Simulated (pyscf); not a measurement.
Routes from dichlorosilylene (Cl–Si:–Cl) [singlet] + water (H₂O)

Candidate steps break at most two bonds and form at most two. Each was searched with GFN2-xTB (tblite) first. Single points on ωB97X-D3(BJ)/def2-SVP structures (PySCF, gas phase). MP2 and CC: frozen core, UHF for open shells. ΔMP2 is the change of the MP2 total energy from the triple- to the quadruple-zeta basis. Energies: CCSD(T)/def2-TZVPP + ΔMP2(QZVPP), kcal/mol, from the separated reactants, singlet surface; ΔG‡ with ideal gas, 1 atm, RRHO with modes under 100 cm⁻¹ raised to 100, one conformer, R ln 2 for chiral ones without a mode under 150 cm⁻¹.

| products | type | ΔE‡ | ΔE | ΔG‡ 298 K | ΔG‡ 900 K | ν‡ (cm⁻¹) |
|---|---|---|---|---|---|---|
| HCl + HO–Si:–Cl [singlet] | four-centre exchange | 6.8 | -4.1 | 15.2 | 36.3 | 827i |
| HO–SiH(Cl)–Cl | insertion | 20.6 | -60.4 | 28.6 | 48.6 | 1596i |

Row 1: On the reactant side the descent ends in an adduct with a O–Si contact, 15.0 kcal/mol under the separated species and 18.6 kcal/mol under the saddle at ωB97X-D3(BJ)/def2-TZVP. Row 2: On the reactant side the descent ends in an adduct with a O–Si contact, 15.0 kcal/mol under the separated species and 33.2 kcal/mol under the saddle at ωB97X-D3(BJ)/def2-TZVP. 

Plain bond fissions and candidates not yet searched are not listed, and one of them may be faster. Each barrier is that of the saddle found; lower ones may exist. The CCSD(T) − MP2 part came from Ansatz, without density fitting, on the same reference.
